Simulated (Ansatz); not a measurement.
Mulliken charges of C3H5F2, SMILES `[CH2]CC(F)F` radical from PBE/def2-TZVPP in Ansatz (PBE0-D4/def2-TZVP geometry).

| atom | x (Å) | y (Å) | z (Å) | charge (e) |
| --- | --- | --- | --- | --- |
| C1 | -1.295 | 0.575 | -0.046 | -0.278 |
| C2 | -0.005 | 0.178 | 0.561 | -0.065 |
| C3 | 0.944 | -0.451 | -0.429 | 0.242 |
| F4 | 0.400 | -1.584 | -0.948 | -0.171 |
| F5 | 2.096 | -0.810 | 0.195 | -0.167 |
| H6 | -1.841 | 1.429 | 0.330 | 0.106 |
| H7 | -1.775 | -0.066 | -0.774 | 0.115 |
| H8 | -0.147 | -0.563 | 1.364 | 0.086 |
| H9 | 0.503 | 1.034 | 1.014 | 0.079 |
| H10 | 1.203 | 0.206 | -1.265 | 0.053 |

By hand: the dipole of these point charges (1 e Å = 4.8032 D).

Σ q r = (-0.138, 0.314, 0.078) e Å, of length 0.352 e Å = 1.69 D.

How does the dipole of the full density compare? (Estimate.)

Ansatz gave: (-0.176, 0.340, 0.071) e Å, 1.87 D; the point charges give 0.90 times that, at 4° from its direction.

Point charges leave out the atoms' own dipoles, such as those of lone pairs, and Mulliken's split depends on the basis, so the close match here is no proof of good charges.
